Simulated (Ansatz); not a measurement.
Geometry optimisation, RKS LDA/def2-SVP (Ansatz 0.2.0).

The input (input.yaml):

```yaml
crystal:
  periodic: [false, false, false]
  atoms:
    - { symbol: B, position_ang: [-1.054, 0.7211, -0.8978] }
    - { symbol: Si, position_ang: [0.5245, 0.1621, -0.0488] }
    - { symbol: "N", position_ang: [0.1525, -1.2908, 0.9174] }
    - { symbol: H, position_ang: [-1.6978, -0.0376, -1.4456] }
    - { symbol: H, position_ang: [-1.098, 1.8354, -1.4127] }
    - { symbol: H, position_ang: [1.0445, 1.2477, 0.821] }
    - { symbol: H, position_ang: [1.5569, -0.157, -1.0701] }
    - { symbol: H, position_ang: [1.1216, -1.5461, 1.3843] }
    - { symbol: H, position_ang: [-0.4618, -0.9811, 1.7352] }
basis:
  gaussian: { orbitals: def2-SVP }
hamiltonian:
  xc: lda
relax:
  f_tol: 0.015
  max_steps: 40
```

Launched with:

```bash
$ ansatz run input.yaml --threads 1 --pin off --max-ram 2048MiB --backend cpu --events-out ev --progress --plain --runs-dir out
```

Question: Where does it end, and by what steps?

Answer: It converged. After 27 steps the energy has fallen by 1.558 eV; H6 moved furthest, 1.44 Å. Parted: Si2–H6. Joined: B1–H6.

| step | energy less start (eV) | largest force component (eV/Å) | accepted |
| --- | --- | --- | --- |
| 0 | 0.0000 | 2.171 | yes |
| 1 | -0.5491 | 0.915 | yes |
| 2 | -0.5720 | 1.091 | yes |
| 3 | -0.6788 | 0.515 | yes |
| 4 | -0.7058 | 0.357 | yes |
| 5 | -0.7124 | 0.269 | yes |
| 6 | -0.7189 | 0.146 | yes |
| 7 | -0.7224 | 0.078 | yes |
| 8 | -0.7252 | 0.369 | yes |
| 9 | -0.7035 | 0.528 | no |
| 10 | -0.7327 | 0.332 | yes |
| 11 | -0.7373 | 0.091 | yes |
| 12 | -0.7385 | 0.078 | yes |
| 13 | -0.7391 | 0.062 | yes |
| 14 | -0.7413 | 0.106 | yes |
| 15 | -0.7460 | 0.168 | yes |
| 16 | -0.7622 | 0.316 | yes |
| 17 | -0.8264 | 0.591 | yes |
| 18 | -0.9943 | 0.848 | yes |
| 19 | -1.3503 | 0.676 | yes |
| 20 | -1.3845 | 1.173 | yes |
| 21 | -1.5377 | 0.377 | yes |
| 22 | -1.5539 | 0.257 | yes |
| 23 | -1.5573 | 0.117 | yes |
| 24 | -1.5576 | 0.075 | yes |
| 25 | -1.5580 | 0.032 | yes |
| 26 | -1.5580 | 0.029 | yes |
| 27 | -1.5582 | 0.014 | yes |

```xyz
9
Properties=species:S:1:pos:R:3
B -0.860 0.977 -0.827
Si 0.484 -0.237 -0.301
N 0.441 -1.327 0.999
H -1.980 0.803 -0.376
H -0.666 1.515 -1.904
H -0.118 1.589 0.038
H 1.961 -0.038 -0.544
H 1.267 -1.662 1.502
H -0.441 -1.666 1.395
```

Time of the run: 53 s on 1 thread of Intel(R) Xeon(R) Processor @ 2.70GHz, with other jobs on the host, peak memory 0.14 GiB.
